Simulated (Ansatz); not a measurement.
Rock-salt YN: LDA at its full settings (plane-wave cutoff 520 eV, 12×12×12 k mesh, Fermi–Dirac smearing 0.01 eV, scalar-relativistic PAW data made under PBE) and at cheaper ones, in a cell of 2 atoms with Γ-centred meshes.

| level and setting | equilibrium lattice constant a (Å) | bulk modulus B0 (GPa) |
|---|---|---|
| LDA (Ansatz) | 4.820 | 182 |
| LDA (2×2×2 k mesh) (Ansatz) | ? | ? |
| LDA (4×4×4 k mesh) (Ansatz) | 4.824 | 174 |

Some entries are withheld; supply them.


- LDA (2×2×2 k mesh) (Ansatz, a quantum-chemistry and plane-wave program), equilibrium lattice constant a (Å): 4.835
- LDA (2×2×2 k mesh) (Ansatz), bulk modulus B0 (GPa): 161

Largest shifts from the full settings: lattice constant a +0.31 % (LDA (2×2×2 k mesh)), against a difference of -1.17 % of the full result from the reference 4.877 Å (measured, temperature not stated, no zero-point or thermal correction; as tabulated in Soto et al. (2007), arXiv:cond-mat/0703568); bulk modulus -11.5 % (LDA (2×2×2 k mesh)).

Ansatz's density-functional and Hartree–Fock values are scalar-relativistic unless marked +SOC, with PAW data made under PBE.

Run with cheap settings on purpose, which may leave them unconverged: LDA (2×2×2 k mesh), LDA (4×4×4 k mesh).
